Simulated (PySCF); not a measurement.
Species: C₅H₄P (charge -1).
SMILES with atom numbers: `[CH:1]#[C:2][CH2:3][P-:4][C:5]#[CH:6]` (hydrogens: H7 on C1; H8, H9 on C3; H10 on C6)

The same species was optimised twice, with GFN2-xTB and with PBE0-D3(BJ)/def2-SVP (PySCF), and the same property calculations (PySCF, gas phase) were run on both structures.

| coordinate | GFN2-xTB | PBE0-D3(BJ)/def2-SVP | change |
| --- | --- | --- | --- |
| C5≡C6 (Å) | 1.211 | 1.235 | +0.024 |
| P4–C5 (Å) | 1.732 | 1.751 | +0.019 |
| C2–C3 (Å) | 1.434 | 1.452 | +0.018 |
| C1≡C2 (Å) | 1.200 | 1.217 | +0.017 |
| C3–P4 (Å) | 1.911 | 1.919 | +0.008 |
| C2–C3–P4 (°) | 112.3 | 115.9 | +3.6 |
| P4–C5–C6 (°) | 173.2 | 175.8 | +2.6 |
| C1–C2–C3 (°) | 177.2 | 179.3 | +2.1 |
| C3–P4–C5 (°) | 95.9 | 97.8 | +1.9 |
| C2–C3–P4–C5 (°) | -72 | -82 | -10 |

Rotational constants: A = 4502, B = 2066, C = 1567 MHz (GFN2-xTB) against A = 4875, B = 1783, C = 1432 MHz (PBE0-D3(BJ)/def2-SVP). Point groups within 0.08 Å: C1 and C1. Atoms that the bonding makes alike are paired by their places after alignment.

On the GFN2-xTB structure: HOMO (eV) 0.52 [PBE0/pcSseg-1]; LUMO (eV) 4.97 [PBE0/pcSseg-1]; GIAO shielding of C1 (ppm) 122.7 [PBE0/pcSseg-1]; GIAO shielding of C2 (ppm) 85.7 [PBE0/pcSseg-1]; GIAO shielding of C3 (ppm) 170.0 [PBE0/pcSseg-1]; GIAO shielding of P4 (ppm) 395.4 [PBE0/pcSseg-1]; GIAO shielding of C5 (ppm) 67.9 [PBE0/pcSseg-1]; GIAO shielding of C6 (ppm) 88.7 [PBE0/pcSseg-1].

What do these properties become on the PBE0-D3(BJ)/def2-SVP structure?

```tsv
property	level	on GFN2-xTB	on PBE0-D3(BJ)/def2-SVP	change
HOMO (eV)	PBE0/pcSseg-1	0.52	0.41	-0.11
LUMO (eV)	PBE0/pcSseg-1	4.97	4.81	-0.16
energy, GFN2-xTB geometry as zero (kcal/mol)	PBE0/pcSseg-1	0.0	-1.3	-1.3
GIAO shielding of C1 (ppm)	PBE0/pcSseg-1	122.7	121.6	-1.1
GIAO shielding of C2 (ppm)	PBE0/pcSseg-1	85.7	83.4	-2.2
GIAO shielding of C3 (ppm)	PBE0/pcSseg-1	170.0	166.9	-3.1
GIAO shielding of P4 (ppm)	PBE0/pcSseg-1	395.4	393.6	-1.8
GIAO shielding of C5 (ppm)	PBE0/pcSseg-1	67.9	65.2	-2.7
GIAO shielding of C6 (ppm)	PBE0/pcSseg-1	88.7	83.6	-5.1
```

The heavy atoms differ by 0.159 Å rms after alignment. Among bonds between heavy atoms C5≡C6 changes most (+0.024 Å). Changes are differences of the printed values. Neither structure is proved a minimum here. The structure is a single PBE0-D3(BJ)/def2-SVP conformer in the gas phase; no vibrational or solvent corrections.

Conformer computed: `[CH:1]#[C:2][CH2:3][P-:4][C:5]#[CH:6]`: C2–C3–P4–C5 -82°.
